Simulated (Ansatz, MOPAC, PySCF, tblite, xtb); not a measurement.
Energy landscape of HF2 (anion, charge -1), singlet: collinear F-H-F surface. Scanned: F-H distance and H-F distance.

GFN2-xTB, 300 K electronic temperature (tblite); RHF/aug-cc-pVDZ (PySCF); wB97X-V/aug-cc-pVDZ (PySCF); CAM-B3LYP/aug-cc-pVDZ (PySCF); RKS-PBE/aug-cc-pVDZ = restricted PBE/aug-cc-pVDZ run with Ansatz (a quantum-chemistry and plane-wave program); MP2 on RHF/aug-cc-pVDZ, 2 core orbitals frozen (PySCF); CCSD on RHF/aug-cc-pVDZ, 2 core orbitals frozen (PySCF); CCSD(T) on RHF/aug-cc-pVDZ, 2 core orbitals frozen (PySCF); PM3, restricted, heats of formation (MOPAC); PM7, restricted, heats of formation (MOPAC); GFN1-xTB (xtb); RKS-B3LYP/6-31G* = PySCF with restricted B3LYP/6-31G*, spherical d; RHF/6-31G* = restricted Hartree-Fock/6-31G*, spherical d (PySCF); RKS-B3LYP/LANL2DZ = PySCF with restricted B3LYP/LANL2DZ; RKS-B3LYP/6-311+G** = restricted B3LYP/6-311+G**, spherical d in PySCF.

Energies in mEh at chosen points (x: F-H distance (Å); y: H-F distance (Å)), relative to x = 1.21, y = 1.11:

```csv
method,"(0.81, 1.99)","(0.87, 0.81)","(1.31, 0.95)","(1.31, 0.87)","(0.87, 1.57)","(1.57, 1.99)","(0.95, 2.75)"
GFN2-xTB,55.8,170.3,7.5,23.8,24.8,81.3,46.6
RHF,38.1,202.8,2.4,16.5,12.7,145.3,40.3
wB97X-V,51.5,215.3,7.9,25.9,22.3,122.9,46.3
CAM-B3LYP,53.2,212.6,7.9,25.7,23.0,122.2,48.2
RKS-PBE/aug-cc-pVDZ,55.9,220.2,10.3,30.0,25.9,104.3,46.8
MP2,50.0,217.7,7.7,25.8,21.4,120.2,44.1
CCSD,48.4,214.7,6.6,23.9,19.9,126.5,43.9
CCSD(T),49.5,216.2,7.2,24.8,20.7,121.9,44.5
PM3,54.4,199.0,5.7,25.4,16.4,127.6,42.6
PM7,12.5,116.1,-1.4,6.7,3.9,112.9,7.8
GFN1-xTB,61.8,176.0,8.7,24.9,29.4,107.1,57.8
RKS-B3LYP/6-31G*,64.4,215.1,10.8,31.0,29.3,115.5,69.1
RHF/6-31G*,53.2,204.9,5.6,22.2,21.1,156.2,61.5
RKS-B3LYP/LANL2DZ,68.9,229.6,12.0,33.5,32.0,110.8,65.9
RKS-B3LYP/6-311+G**,51.1,214.4,7.7,25.6,22.4,116.8,46.6
```
